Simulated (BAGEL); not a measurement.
**[PH4]+ (phosphonium): RI-MP2/def2-SVP (density fitting with svp-jkfit, cc-pvdz-ri for correlation)**

What is the energy change on altering one bond length of [PH4]+ (phosphonium) at RI-MP2/def2-SVP (density fitting with svp-jkfit, cc-pvdz-ri for correlation)? 

The calculation is run with BAGEL 1.2.2.

5 further runs of the same task are left out: 5 set aside as unsound or not needed.

## (1) The system as given

[PH4]+: 5 atoms, total charge +1, spin state singlet. SMILES: `[PH4+]`. Geometry: relaxed at GFN2-xTB.

Bond lengths: P1–H2 1.375 Å, P1–H3 1.375 Å, P1–H4 1.375 Å, P1–H5 1.375 Å. Angles: H2–P1–H3 109.5°, H2–P1–H4 109.5°, H2–P1–H5 109.5°, H3–P1–H4 109.5°, H3–P1–H5 109.5°, H4–P1–H5 109.5°.

## (2) Energy and gradient at RI-MP2/def2-SVP (density fitting with svp-jkfit, cc-pvdz-ri for correlation)

Contents of input.json:

```json
{ "bagel": [

{
  "title": "molecule",
  "basis": "svp",
  "df_basis": "svp-jkfit",
  "angstrom": false,
  "geometry": [
    { "atom": "P", "xyz": [ -0.00003779,  0.00000000,  0.00009449 ] },
    { "atom": "H", "xyz": [  2.56522763, -0.11589690,  0.39769286 ] },
    { "atom": "H", "xyz": [ -1.16656573, -1.92005623,  1.30581965 ] },
    { "atom": "H", "xyz": [ -0.49484368, -0.25275087, -2.53854469 ] },
    { "atom": "H", "xyz": [ -0.90376152,  2.28872290,  0.83493769 ] }
  ]
},
{
  "title": "force",
  "method": [
    {
      "title": "mp2",
      "charge": 1,
      "ncore": 5,
      "aux_basis": "cc-pvdz-ri"
    }
  ]
}

]}
```

Run with:

```
$ BAGEL_NUM_THREADS=1 BAGEL input.json > input.out
```

The log of the run:

```text
* using 1 threads per process

  ===============================================================
  ===============================================================

  *** Geometry ***

  { "atom" : "P", "xyz" : [     -0.000038,      0.000000,      0.000094 ] },
  { "atom" : "H", "xyz" : [      2.565228,     -0.115897,      0.397693 ] },
  { "atom" : "H", "xyz" : [     -1.166566,     -1.920056,      1.305820 ] },
  { "atom" : "H", "xyz" : [     -0.494844,     -0.252751,     -2.538545 ] },
  { "atom" : "H", "xyz" : [     -0.903762,      2.288723,      0.834938 ] },

  Number of auxiliary basis functions:      200

  Since a DF basis is specified, we compute 2- and 3-index integrals:
    o Being stored without compression. Storage requirement is 0.002 GB

  Number of basis functions:       38
  Number of electrons      :       19

    * METHOD: MOLECULE                             0.02

  The gradients will be computed analytically.

  *** RHF ***

  === Nuclear Repulsion ===
    24.5037951483

      * DIIS with orbital gradients will be used.

  === RHF iteration (svp) ===
      0       -342.62296577          0.01877526           0.00
      1       -342.67554530          0.00458060           0.00
      2       -342.67911979          0.00134214           0.00
      3       -342.67937374          0.00012238           0.00
      4       -342.67937834          0.00001721           0.00
      5       -342.67937844          0.00000166           0.00
      6       -342.67937845          0.00000014           0.00
      7       -342.67937845          0.00000001           0.00
      8       -342.67937845          0.00000000           0.00
    * SCF iteration converged.

    * Permanent dipole moment:
           (    0.000035,     0.000021,     0.000002) a.u.

  === DF-MP2 calculation ===

    * freezing 5 orbitals
  Number of auxiliary basis functions:      132

  Since a DF basis is specified, we compute 2- and 3-index integrals:
    o Being stored without compression. Storage requirement is 0.002 GB

  Number of basis functions:       38
  Number of electrons      :       19

      MP2 correlation energy:   -0.1286078882

    * Permanent dipole moment: MP2 unrelaxed
           (    0.000034,     0.000021,     0.000004) a.u.

  === Z-vector iteration ===

      0     0.00019179689127           0.00
      1     0.00003875722597           0.00
      2     0.00000369797852           0.00
      3     0.00000038381026           0.00
      4     0.00000002525467           0.00
      5     0.00000000159654           0.00

    * Permanent dipole moment: MP2 relaxed
           (    0.000031,     0.000021,     0.000013) a.u.

  * Nuclear energy gradient

    o Atom   0
        x          0.0000071461
        y          0.0000204060
        z          0.0000731849
    o Atom   1
        x         -0.0108991898
        y          0.0004852124
        z         -0.0017034853
    o Atom   2
        x          0.0049526270
        y          0.0081557474
        z         -0.0055313275
    o Atom   3
        x          0.0021048491
        y          0.0010756369
        z          0.0107128039
    o Atom   4
        x          0.0038345675
        y         -0.0097370026
        z         -0.0035511761

    * METHOD: FORCE                                0.22

  ===============================================================
```

Run time: 0.54 s. Hardware: 1 thread of Intel Xeon 6975P-C (Granite Rapids), shared host; peak memory 0.078 GiB.

## (3) The distorted shape at the same level

Contents of mp2.json:

```json
{ "bagel" : [

{
  "title" : "molecule",
  "basis" : "svp",
  "df_basis" : "svp-jkfit",
  "geometry" : [
    { "atom" : "P", "xyz" : [  0.29155262,  0.47994508, -0.32628956 ] },
    { "atom" : "H", "xyz" : [  2.85681804,  0.36404818,  0.07130882 ] },
    { "atom" : "H", "xyz" : [ -1.16656573, -1.92005623,  1.30581965 ] },
    { "atom" : "H", "xyz" : [ -0.20325327,  0.22719421, -2.86492874 ] },
    { "atom" : "H", "xyz" : [ -0.61217111,  2.76866798,  0.50855365 ] }
  ]
},
{
  "title" : "force",
  "method" : [
    {
      "title" : "mp2",
      "charge" : 1,
      "ncore" : 5,
      "aux_basis" : "cc-pvdz-ri"
    }
  ]
}

]}
```

Run with:

```
$ BAGEL_NUM_THREADS=1 BAGEL mp2.json > mp2.out
```

The log of the run:

```text
* using 1 threads per process

  ===============================================================
  ===============================================================

  *** Geometry ***

  { "atom" : "P", "xyz" : [      0.291553,      0.479945,     -0.326290 ] },
  { "atom" : "H", "xyz" : [      2.856818,      0.364048,      0.071309 ] },
  { "atom" : "H", "xyz" : [     -1.166566,     -1.920056,      1.305820 ] },
  { "atom" : "H", "xyz" : [     -0.203253,      0.227194,     -2.864929 ] },
  { "atom" : "H", "xyz" : [     -0.612171,      2.768668,      0.508554 ] },

  Number of auxiliary basis functions:      200

  Since a DF basis is specified, we compute 2- and 3-index integrals:
    o Being stored without compression. Storage requirement is 0.002 GB

  Number of basis functions:       38
  Number of electrons      :       19

    * METHOD: MOLECULE                             0.02

  The gradients will be computed analytically.

  *** RHF ***

  === Nuclear Repulsion ===
    23.2689542526

      * DIIS with orbital gradients will be used.

  === RHF iteration (svp) ===
      0       -342.59425413          0.01795013           0.00
      1       -342.64368194          0.00432051           0.00
      2       -342.64701509          0.00136270           0.00
      3       -342.64728300          0.00012438           0.00
      4       -342.64728765          0.00001755           0.00
      5       -342.64728776          0.00000199           0.00
      6       -342.64728776          0.00000022           0.00
      7       -342.64728776          0.00000003           0.00
      8       -342.64728776          0.00000001           0.00
    * SCF iteration converged.

    * Permanent dipole moment:
           (    0.051990,     0.085530,    -0.058174) a.u.

  === DF-MP2 calculation ===

    * freezing 5 orbitals
  Number of auxiliary basis functions:      132

  Since a DF basis is specified, we compute 2- and 3-index integrals:
    o Being stored without compression. Storage requirement is 0.002 GB

  Number of basis functions:       38
  Number of electrons      :       19

      MP2 correlation energy:   -0.1309417775

    * Permanent dipole moment: MP2 unrelaxed
           (    0.051770,     0.085170,    -0.057927) a.u.

  === Z-vector iteration ===

      0     0.00022044527495           0.00
      1     0.00004318123599           0.00
      2     0.00000466423263           0.00
      3     0.00000055124465           0.00
      4     0.00000007346815           0.00
      5     0.00000000893513           0.00

    * Permanent dipole moment: MP2 relaxed
           (    0.057385,     0.094416,    -0.064207) a.u.

  * Nuclear energy gradient

    o Atom   0
        x          0.0382913755
        y          0.0630358509
        z         -0.0427751703
    o Atom   1
        x         -0.0109734573
        y          0.0013694344
        z         -0.0023787647
    o Atom   2
        x         -0.0346230039
        y         -0.0569853369
        z          0.0387624161
    o Atom   3
        x          0.0027396166
        y          0.0019900960
        z          0.0107198088
    o Atom   4
        x          0.0045654690
        y         -0.0094100445
        z         -0.0043282899

    * METHOD: FORCE                                0.22

  ===============================================================
```

Wall time 0.54 s (1 thread of Intel Xeon 6975P-C (Granite Rapids), shared host); peak memory 0.078 GiB.

## (4) What came out

At RI-MP2/def2-SVP (density fitting with svp-jkfit, cc-pvdz-ri for correlation), 5 core orbitals frozen:

| quantity | value |
| --- | --- |
| first shape: total energy | -342.80799 Eh |
| first shape: correlation energy (5 core orbitals frozen) | -128.6 mEh |
| first shape: largest force on an atom | 0.568 eV/Å |
| distorted shape: total energy | -342.77823 Eh |
| distorted shape: correlation energy (5 core orbitals frozen) | -130.9 mEh |
| distorted shape: largest force on an atom | 4.384 eV/Å |
| energy change with the P1–H3 bond stretched from 1.375 to 1.719 Å | 0.810 eV |

In words: With the P1–H3 bond stretched from 1.375 to 1.719 Å the energy rises by 0.81 eV (78.1 kJ/mol). The first shape isn't relaxed at this level, so the change isn't measured from a minimum. The largest force (first shape) is 0.57 eV/Å: the shape isn't a stationary point for this species at this level.
